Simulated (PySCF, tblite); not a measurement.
Compound: C₃H₇OP.
Structure used (GFN2-xTB), in Å, numbered top down from 1:
```xyz
12
C3H7OP angstrom
O      2.2284   -1.3300   -0.2025
P      1.0819   -0.6320    0.3762
C     -0.6608   -0.9608   -0.1335
C     -0.9385    0.5550   -0.0956
C      0.5242    1.0327   -0.1915
H      1.0723   -0.5858    1.7696
H     -0.6602   -1.3489   -1.1537
H     -1.3046   -1.5831    0.4827
H     -1.5861    0.9166   -0.8926
H     -1.3726    0.8410    0.8614
H      0.7782    1.9214    0.3805
H      0.8390    1.1733   -1.2272
```

Method used: CAM-B3LYP/def2-SVPD in PySCF (dipole) on a GFN2-xTB geometry, gas phase.

Take the most abundant isotopes and a rigid rotor. The values belong to one conformer with, in the numbering `[O:1]=[PH:2]1[CH2:3][CH2:4][CH2:5]1`, O1–P2–C3–C4 -138°, P2–C3–C4–C5 20°, C3–C4–C5–P2 -20°, O1–P2–C5–C4 138°.

What are A, B and C (MHz)?

Ia = 58.18, Ib = 148.31, Ic = 180.15 u·Å²; 505379 MHz·u·Å²/I gives A = 8686, B = 3408, C = 2805 MHz.

What kind of rotor is it?

An asymmetric top: κ = (2 × 3408 − 8686 − 2805)/(8686 − 2805) ≈ -0.80.

What does the inertial defect say?

Not planar: Δ = Ic − Ia − Ib = -26.34 u·Å². For a rigid frame Δ = −2 Σ m c², so Σ m c² = 13.17 u·Å² lies off the ab plane: 7.73 from hydrogen and 5.45 from heavier atoms. The atom farthest from that plane is 1.70 Å away.

Give the other two planar moments, Paa and Pbb, and the rms extents of the mass along the axes.

Paa = Σ m a² = (Ib + Ic − Ia)/2 = 135.14 and Pbb = Σ m b² = (Ia + Ic − Ib)/2 = 45.01 u·Å². With the mass M = 90.02 u, the rms extents √(P/M) along a, b and c are 1.23, 0.71, 0.38 Å.

List the rotational levels J(Ka,Kc) to J = 2 (MHz).

Above 0(0,0):
J = 1: 1(0,1) 6213, 1(1,1) 11491, 1(1,0) 12094
J = 2: 2(0,2) 18590, 2(1,2) 23315, 2(1,1) 25122, 2(2,1) 40957, 2(2,0) 41006
Those of J = 1 are B + C, A + C and A + B.

Predict some low-J microwave lines.

The dipole components are |μa| = 4.26 D, |μb| = 0.00 D, |μc| = 1.31 D; the mirror of this Cs structure is the ac plane, so μb vanishes by symmetry and there are no b-type lines. Intensities carry the squares of the components, which stand as 1.00 : 0.09 (a : c). Some lines, for components of 0.1 D or more:

| type | branch | J(Ka,Kc) | MHz | lower level (cm⁻¹) |
| --- | --- | --- | --- | --- |
| c | Q | 4(1,4) ← 4(0,4) | 3158 | 2.049 |
| a | Q | 3(1,2) ← 3(1,3) | 3611 | 1.368 |
| c | Q | 2(1,2) ← 2(0,2) | 4725 | 0.620 |
| c | Q | 1(1,1) ← 1(0,1) | 5278 | 0.207 |
| a | R | 1(0,1) ← 0(0,0) | 6213 | 0.000 |
| a | Q | 5(1,4) ← 5(1,5) | 8966 | 3.134 |
| c | Q | 4(2,3) ← 4(1,3) | 13826 | 2.354 |
| a | R | 3(2,2) ← 2(2,1) | 18639 | 1.366 |
| a | R | 3(2,1) ← 2(2,0) | 18831 | 1.368 |
| a | R | 3(1,2) ← 2(1,1) | 19510 | 0.838 |
| a | R | 4(1,4) ← 3(1,3) | 23557 | 1.368 |
| a | R | 4(3,1) ← 3(3,0) | 24957 | 2.920 |
| a | R | 4(1,3) ← 3(1,2) | 25951 | 1.489 |
| c | Q | 5(3,3) ← 5(2,3) | 26707 | 3.902 |
| c | R | 2(2,0) ← 1(1,0) | 28912 | 0.403 |
| a | R | 5(4,1) ← 4(4,0) | 31174 | 5.051 |
| c | R | 4(1,3) ← 3(0,3) | 33547 | 1.235 |
| c | R | 3(2,1) ← 2(1,1) | 34715 | 0.838 |
| c | R | 3(2,2) ← 2(1,2) | 36281 | 0.778 |
| c | R | 3(3,1) ← 2(2,1) | 46566 | 1.366 |
| c | R | 5(2,4) ← 4(1,4) | 50788 | 2.154 |
| c | R | 4(4,1) ← 3(3,1) | 63917 | 2.919 |

Estimate the classical rotational partition function at 25 K, 200 K and 298.15 K.

Point group Cs, symmetry number σ = 1; q = (√π/σ)·√((kT/h)³/(ABC)), k/h = 20836.6 MHz/K: 2310 at 25 K, 52300 at 200 K, 95200 at 298.15 K.

Its GFN2-xTB frequencies are all real (lowest 141 cm⁻¹). No vibrational averaging or centrifugal distortion is included, and the geometry carries the error of its method.
